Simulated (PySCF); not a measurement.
Excitation energies in several basis sets

Species: C₂H₅F.
InChI=1S/C2H5F/c1-2-3/h2H2,1H3

TDDFT with PBE0 (PySCF), vertical singlets, core orbitals frozen in the response, spherical d and f functions. Geometry: PBE0-D3(BJ)/def2-SVP; no solvent, vibrations or thermal averaging.

```csv
basis,functions,diffuse,S1 (eV),S2 (eV),S3 (eV),S4 (eV),S5 (eV),LUMO (eV),α (au)
6-31G*,52,no,10.51,10.76,10.94,11.15,11.91,3.13,23.3
6-31+G*,64,yes,8.68,9.06,9.27,9.40,9.56,0.65,25.7
def2-SVP,67,no,9.71,10.10,10.62,10.85,11.14,2.05,23.7
def2-SVPD,103,yes,8.84,9.28,9.69,10.04,10.13,0.82,28.7
aug-cc-pVDZ,114,yes,8.18,8.58,8.86,8.99,9.07,0.00,29.2
def2-TZVP,123,no,9.27,9.68,10.05,10.34,10.59,1.42,27.2
def2-TZVPD,159,yes,8.49,8.89,9.25,9.58,9.62,0.44,29.3
aug-cc-pVTZ,253,yes,8.18,8.58,8.83,8.95,9.03,-0.04,29.5
```

**Question.** How much do these states and the polarisability depend on the basis?

**Answer.** States are compared by their number. Against the largest diffuse basis here (aug-cc-pVTZ, itself not a converged limit), sets without diffuse functions differ by up to 2.33 eV in S1 and 2.88 eV in S5; the smaller diffuse sets differ by up to 0.66 and 1.10 eV. State by state, the largest deviation of a set without diffuse functions is S1 2.33, S2 2.18, S3 2.10, S4 2.20, S5 2.88 eV. The same number needn't mean the same state in each row. Against aug-cc-pVTZ the polarisability deviates by -21% in 6-31G*, -13% in 6-31+G*, -20% in def2-SVP, -3% in def2-SVPD, -1% in aug-cc-pVDZ, -8% in def2-TZVP, -1% in def2-TZVPD. A single + in a Pople set puts diffuse functions on heavy atoms only.
